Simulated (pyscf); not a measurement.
# Four-centre exchange: `[NH2][Si]([SiH3])([SiH3])[SiH3]` + `[SiH4]` → `[NH2][Si]([SiH3])([SiH3])[SiH2][SiH3]` + `[H][H]`

Gas phase, singlet surface, charge 0. Bonds broken: Si3–H8, Si17–H18. Bonds formed: Si3–Si17, H8–H18. Optimised with ωB97X-D3(BJ)/def2-SVP in PySCF.

Transition state (Å):

```xyz
21

N      0.3041    -2.1303    -0.5154
Si     0.3204    -0.3799    -0.4716
Si     0.2141     0.2028     1.7778
Si    -1.3586     0.6752    -1.7171
Si     2.3775     0.3530    -1.2870
H      0.6777    -2.5978    -1.3360
H     -0.5300    -2.6116    -0.1910
H     -0.9844    -0.7810     2.7787
H      0.1544     1.6682     2.0412
H      1.3502    -0.4055     2.5407
H     -1.0360     0.4989    -3.1696
H     -2.6954     0.0555    -1.4761
H     -1.4176     2.1385    -1.4305
H      3.4992    -0.1044    -0.4144
H      2.3759     1.8458    -1.3339
H      2.6059    -0.1680    -2.6697
Si    -2.3099    -0.2721     2.0140
H     -1.8764    -1.4294     3.2062
H     -3.2569     0.2999     3.0215
H     -2.6192    -1.4124     1.0998
H     -2.2160     0.9028     1.0256
```

One imaginary mode, 1697i cm⁻¹; descent along it reached the two sides named.

| bond | change | reactant side (Å) | saddle | product side |
|---|---|---|---|---|
| Si3–H8 | breaks | 1.495 | 1.846 | 3.6 |
| Si17–H18 | breaks | 1.489 | 1.717 | 3.5 |
| Si3–Si17 | forms | 3.9 | 2.579 | 2.338 |
| H8–H18 | forms | 2.8 | 1.183 | 0.761 |

Electronic energies relative to the separated reactants (eV):

```
level                   barrier  reaction energy  reverse barrier
----------------------  -------  ---------------  ---------------
ωB97X-D3(BJ)/def2-TZVP     2.97            -0.03             3.00
PBE/def2-TZVP              2.71            +0.05             2.65
r²SCAN/def2-TZVP           2.83            +0.07             2.76
B3LYP-D3(BJ)/def2-TZVP     2.99            +0.09             2.90
PBE0-D3(BJ)/def2-TZVP      2.74            +0.01             2.74
M06-2X/def2-TZVP           3.10            +0.11             3.00
ωB97M-D3(BJ)/def2-TZVP     3.08            +0.17             2.91
HF/def2-TZVP               4.26            +0.51             3.75
```

With ωB97M-D3(BJ)/def2-TZVP energies and thermal terms (ideal gas, 1 atm, RRHO with modes under 100 cm⁻¹ raised to 100, one conformer, R ln 2 for chiral ones without a mode under 150 cm⁻¹), in eV:

```csv
T (K),ΔH‡,ΔG‡,ΔH,ΔG
298,3.05,3.55,+0.12,+0.20
600,3.07,4.05,+0.19,+0.26
900,3.10,4.53,+0.23,+0.29
1200,3.14,5.00,+0.25,+0.31
```

At the saddle there is also a short H–Si contact that neither side keeps. H₂N–Si(SiH₃)(SiH₃)–SiH₃ lies 0.55 eV over its isomer H₃Si–NH–SiH(SiH₃)–SiH₃ (electronic energy, ωB97M-D3(BJ)/def2-TZVP). One saddle was located; it need not be the lowest between these sides.
